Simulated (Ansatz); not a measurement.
Ansatz (a first-principles code) input (CCSD(T)/cc-pV(T+d)Z): A basis named .json is the Basis Set Exchange file of that set (core-valence sets with the plain set on hydrogen).

Ansatz 0.2 input:
```yaml
crystal:
  periodic: [false, false, false]
  atoms:
    - {symbol: C, position_ang: [-0.00358972, 0.00080934, 0.26295365]}
    - {symbol: Cl, position_ang: [-0.00984441, 1.69003269, -0.03627790]}
    - {symbol: Cl, position_ang: [1.46912032, -0.83620564, -0.00831232]}
    - {symbol: Cl, position_ang: [-1.45800895, -0.85411270, -0.04821695]}
basis:
  gaussian:
    orbitals: cc-pV_T+d_Z.json
magnetization: {spin_polarized: true, initial_magnetization: 1}
correlation: {method: ccsd_t, frozen_orbitals: {C: 0, Cl: 1}}
```

Output:

```
Functional definition: HF
integrals: 0.54 GiB planned
901 factors; integrals over basis functions are off by at most 6.7e-4 eV
mean field: 0.99 GiB planned
mean field evaluation 1: about -38538.9588 eV, gradient 1.7e1 eV
mean field evaluation 2: about -38539.2483 eV, gradient 1.8e1 eV
mean field evaluation 4: about -38541.4396 eV, gradient 3.2e0 eV
mean field evaluation 8: about -38541.6901 eV, gradient 4.5e-1 eV
mean field evaluation 16: about -38541.6978 eV, gradient 3.0e-6 eV
mean field evaluation 32: about -38536.9653 eV, gradient 6.6e0 eV
mean field -38541.69781938 eV, -1416.3812703613 hartree, gradient 3.0e-6 eV, S^2 0.770559; 0 other end points of the search recorded, 0 dependent functions left out
3 core orbitals not correlated
reference -38541.69781938 eV, -1416.3812703613 hartree; 26, 25 occupied and 118, 119 virtual orbitals, 901 factors
second order -27.99871218 eV of doubles, -0.00000000 eV of singles
coupled cluster: 2.61 GiB planned
cycle   1  -28.40187265 eV  change   -4.0e-1 eV  update   1.0e-1
cycle   2  -28.93871460 eV  change   -5.4e-1 eV  update   3.1e-2
cycle   3  -29.06651480 eV  change   -1.3e-1 eV  update   1.9e-2
cycle   4  -29.05605665 eV  change    1.0e-2 eV  update   6.9e-3
cycle   5  -29.05469562 eV  change    1.4e-3 eV  update   3.2e-3
cycle   6  -29.05607449 eV  change   -1.4e-3 eV  update   8.9e-4
cycle   7  -29.05607231 eV  change    2.2e-6 eV  update   2.8e-4
cycle   8  -29.05603454 eV  change    3.8e-5 eV  update   1.1e-4
cycle   9  -29.05606327 eV  change   -2.9e-5 eV  update   5.2e-5
perturbative correction -1.07907455 eV, -0.0396552584 hartree
Total energy: -38571.83295720 eV, -1417.4887162498 hartree
```
